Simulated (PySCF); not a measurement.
# TDDFT beside published excitation energies

Published values to compare with (the computed states carry no symmetry labels, so the two lists aren't matched line by line):

```json
{"state": "3B2(π→π*)", "E (eV)": "3.43", "f": "", "kind of transition": "vertical absorption", "source": "[1]"}
{"state": "3A2(n→π*)", "E (eV)": "3.63", "f": "", "kind of transition": "vertical absorption", "source": "[1]"}
{"state": "3B1(n→π*)", "E (eV)": "3.71", "f": "", "kind of transition": "vertical absorption", "source": "[1]"}
{"state": "1A2(n→π*)", "E (eV)": "3.87", "f": "", "kind of transition": "vertical absorption", "source": "[1]"}
{"state": "1A2(n→π*)", "E (eV)": "3.91", "f": "", "kind of transition": "vertical absorption", "source": "[2]"}
{"state": "3A1(π→π*)", "E (eV)": "4.22", "f": "", "kind of transition": "vertical absorption", "source": "[1]"}
{"state": "1B1(n→π*)", "E (eV)": "4.28", "f": "", "kind of transition": "vertical absorption", "source": "[1]"}
{"state": "1B1(n→π*)", "E (eV)": "4.31", "f": "", "kind of transition": "vertical absorption", "source": "[2]"}
{"state": "1A1(π→π*)", "E (eV)": "4.47", "f": "", "kind of transition": "vertical absorption", "source": "[1]"}
{"state": "1B2(π→π*)", "E (eV)": "5.15", "f": "", "kind of transition": "vertical absorption", "source": "[1]"}
{"state": "1B1(n→π*)", "E (eV)": "5.52", "f": "", "kind of transition": "vertical absorption", "source": "[1]"}
{"state": "1A2(Mixed)", "E (eV)": "5.74", "f": "", "kind of transition": "vertical absorption", "source": "[1]"}
{"state": "1A2(n→π*)", "E (eV)": "5.87", "f": "", "kind of transition": "vertical absorption", "source": "[1]"}
{"state": "1A1(π→π*)", "E (eV)": "6.15", "f": "", "kind of transition": "vertical absorption", "source": "[1]"}
{"state": "1B2(Ryd)", "E (eV)": "6.23", "f": "", "kind of transition": "vertical absorption", "source": "[1]"}
{"state": "1A1(π→π*)", "E (eV)": "6.36", "f": "", "kind of transition": "vertical absorption", "source": "[1]"}
{"state": "1A2(Ryd)", "E (eV)": "6.43", "f": "", "kind of transition": "vertical absorption", "source": "[1]"}
```

[1] computed, CC3/aug-cc-pVTZ, gas; Loos, Jacquemin, bicyclic systems (2021), arXiv:2109.13894
[2] computed, theoretical best estimate (aug-cc-pVQZ), gas; Loos, Comin, Blase, Jacquemin, intramolecular charge-transfer excitations (2021), arXiv:2103.02947

Species: phthalazine, C₈H₆N₂.
Cartesian coordinates in Å at the GFN2-xTB level; atoms count from 1:
```
atom  x, y, z in Å
C1    -1.938    0.875    0.018
C2    -2.061   -0.523   -0.032
C3    -0.951   -1.324   -0.052
C4     0.328   -0.739   -0.025
C5     1.548   -1.463   -0.045
N6     2.721   -0.902   -0.019
N7     2.836    0.416    0.028
C8     1.779    1.173    0.050
C9     0.452    0.671    0.026
C10   -0.706    1.470    0.049
H11   -2.833    1.480    0.032
H12   -3.047   -0.963   -0.055
H13   -1.036   -2.400   -0.087
H14    1.542   -2.545   -0.082
H15    1.960    2.239    0.089
H16   -0.603    2.544    0.092
```

The calculation used PySCF 2.14.0, density-fitted response routines, TDDFT CAM-B3LYP/def2-SVPD, vertical, gas phase, core orbitals frozen in the response.

Computed singlets: 3.62 eV (f 0.000); 4.13 eV (f 0.004); 4.86 eV (f 0.006); 4.95 eV (f 0.069); 5.75 eV (f 0.003); 6.16 eV (f 0.000); 6.25 eV (f 0.000); 6.40 eV (f 1.161). Computed triplets (Tamm–Dancoff): 3.22, 3.33, 3.36 eV.

How does the lowest computed singlet compare with the best estimate listed for the lowest singlet (vertical absorption)?

3.62 eV against 3.91 eV for 1A2(n→π*) [2]: a difference of -0.29 eV. Geometry and basis of the two calculations needn't be the same.

How does the lowest computed triplet compare with the best estimate listed for the lowest triplet (vertical absorption)?

3.22 eV against 3.43 eV for 3B2(π→π*) [1]: a difference of -0.21 eV. Geometry and basis of the two calculations needn't be the same.
